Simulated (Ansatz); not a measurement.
# AlSi (doublet): wave-function methods side by side, aug-cc-pVDZ

The task here is to estimate one member of a computed series from the others.

Program: Ansatz 0.2.0, Gaussian basis. Level of theory: aug-cc-pVDZ, core rule «outside noble gas», up to 10 orbitals frozen. These are calculated values, not measurements.

The runs, in order: UHF; CCSD(T) on ROHF; CCSD(T) on UHF; BCCD(T) on ROHF; CISD; CCSDT(Q) on ROHF; CCSDT(Q) on UHF; CCSDTQ on ROHF; CASSCF and MRCISD+Q, 7 electrons in 8 orbitals; CASSCF and NEVPT2, 7 electrons in 8 orbitals.

2 further runs of the same task are left out: 2 set aside as unsound or not needed.

### The geometry

The geometry is a PBE0/def2-TZVPD stationary point (not a proven minimum) of the parent state, kept for this charge and spin.

2 atoms, charge 0, spin multiplicity 2.

Atoms are counted from 1 here; the program's logs count them from 0.

Bond lengths: Si1–Al2 2.206 Å.

Set-up of the first run:

The input, in.yaml:

```yaml
crystal:
  periodic: [false, false, false]
  atoms:
    - {symbol: Si, position_ang: [0.000000, 0.000000, 0.000000]}
    - {symbol: Al, position_ang: [0.000000, 0.000000, 2.206200]}
basis:
  gaussian: {orbitals: aug-cc-pVDZ}
magnetization: {spin_polarized: true, initial_magnetization: 1}
hamiltonian: {xc: hf}
output: {orbitals: {seedname: orbitals}}
```

On the command line:

```console
> ansatz run in.yaml --threads 1 --pin off --events-out ev --progress --plain --max-ram 4096MiB --backend cpu
```

Steps of the session up to this table: UHF; CCSD(T) on ROHF; CCSD(T) on UHF; BCCD(T) on ROHF; CISD; CCSDT(Q) on ROHF; CCSDT(Q) on UHF; CCSDTQ on ROHF; CASSCF and MRCISD+Q, 7 electrons in 8 orbitals; CASSCF and NEVPT2, 7 electrons in 8 orbitals.

One table of the session follows, with a row left open; its other results are not shown here.

It belongs to the step «Misses and costs». 

```
          method  from RCCSDTQ (kJ/mol)
            RMP2                 +108.8
            CISD                  +89.9
           RCCSD                  +40.3
        RCCSD(T)                   +8.3
         BCCD(T)                   +8.9
          RCCSDT                   +3.9
       RCCSDT(Q)                   +0.1
         RCCSDTQ                      0
  CASSCF valence                      ?
  NEVPT2 valence                  +62.2
  MRCISD valence                  +17.6
MRCISD+Q valence                   +0.1
```

Q: Estimate the row for CASSCF valence from the others.

The run gave: from RCCSDTQ (kJ/mol): +240.1. In the column «from RCCSDTQ (kJ/mol)» it is the highest.

Caveats from the session: Left out of the table: ROHF, UHF, UMP2, UCCSD, UCCSD(T), UCCSDT, UCCSDT(Q) (another determinant or state than the rows shown).
